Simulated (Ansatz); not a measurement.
CH₄FO (charge -1), singlet: at the start structure of a reaction step.

The input file, in.yaml:

```yaml
crystal:
  periodic: [false, false, false]
  atoms:
    - {symbol: F, position_ang: [-1.251941, -0.917634, 1.629837]}
    - {symbol: C, position_ang: [-0.438611, -0.394852, 0.588450]}
    - {symbol: O, position_ang: [0.875588, 1.061076, -1.238551]}
    - {symbol: H, position_ang: [-1.063970, 0.088076, -0.156375]}
    - {symbol: H, position_ang: [0.110425, -1.218094, 0.136721]}
    - {symbol: H, position_ang: [0.254046, 0.334513, 0.997554]}
    - {symbol: H, position_ang: [1.514462, 1.047016, -1.957636]}
basis:
  gaussian: {orbitals: "def2-TZVPPD.json"}
total_charge: -1
hamiltonian: {xc: {name: PBE-QIDH}}
```

The basis file named in the input lies beside it (Basis Set Exchange, JSON).

Launched with

```bash
ansatz run in.yaml --threads 2 --pin off --events-out ev --progress --plain --max-ram 4352MiB
```

What Ansatz 0.2.0 printed:

```
Functional definition: PBE-QIDH
  name "PBE-QIDH"
  cite "Brémond, Sancho-García, Pérez-Jiménez & Adamo, J. Chem. Phys. 141, 031101 (2014) doi:10.1063/1.4890314"
  cite "Perdew, Burke & Ernzerhof, Phys. Rev. Lett. 77, 3865 (1996) doi:10.1103/PhysRevLett.77.3865"
  parameter a = 3^(-1/3)
  parameter c = 1/3
  exchange = (1 - a)*pbe_x + a*exact_x
  correlation = (1 - c)*pbe_c + c*(mp2_os + mp2_ss)
1090 factors; integrals over basis functions are off by at most 9.8e-4 eV
mean field evaluation 1: about -5851.1283 eV, gradient 3.7e1 eV
mean field evaluation 2: about -5851.1295 eV, gradient 3.7e1 eV
mean field evaluation 4: about -5853.9408 eV, gradient 4.5e0 eV
mean field evaluation 8: about -5853.9776 eV, gradient 3.5e-1 eV
mean field evaluation 16: about -5853.9779 eV, gradient 1.3e-4 eV
mean field -5853.97785906 eV, -215.1297183519 hartree, gradient 5.3e-6 eV, S^2 0.000000; 0 other end points of the search recorded, 0 dependent functions left out
3 core orbitals not correlated: weight in the atoms' cores, before any rotation towards them, 1.000 or more for the frozen orbitals, at most 0.000 for the correlated occupied ones
reference -5853.97787584 eV, -215.1297189685 hartree; 11, 11 occupied and 171, 171 virtual orbitals, 1090 factors
second order -21.93917432 eV of doubles, -0.00000000 eV of singles
Total energy: -5861.29093395 eV, -215.3984688970 hartree
```

The run took about 7.5 s on 2 CPU threads of an AMD EPYC 7R43 (shared host).
